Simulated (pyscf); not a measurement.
Elementary routes open to H₃C–Al(OH)–OH + CH₃• in the gas phase (doublet surface):
A. H₃C–CH₃ + [HO–Al–OH]• (Al–C broken; C–C formed)
B. •H₂C–Al(OH)–OH + CH₄ (C–H broken; C–H formed)

Structures and frequencies: ωB97X-D3(BJ)/def2-SVP in PySCF.

**Question.** Rank the routes by free-energy barrier at 900 K, lowest first, for ωB97M-D3(BJ)/def2-TZVP energies (ideal gas, 1 atm, RRHO with modes under 100 cm⁻¹ raised to 100, one conformer, R ln 2 for chiral ones without a mode under 150 cm⁻¹).

**Answer.** B (41.4 kcal/mol), A (66.8 kcal/mol)

Route B is the fastest of these, ahead of the next by 25.4 kcal/mol. The most stable products are those of B (ΔG = -1.6 kcal/mol), so kinetics and thermodynamics agree. At 298 K B is still the fastest. B: On the reactant side the descent ends in a complex (not fully relaxed), 6.9 kcal/mol under the separated species and 18.9 kcal/mol under the saddle at ωB97X-D3(BJ)/def2-TZVP. Only these routes are compared; each barrier is that of the saddle found, and lower ones may exist.
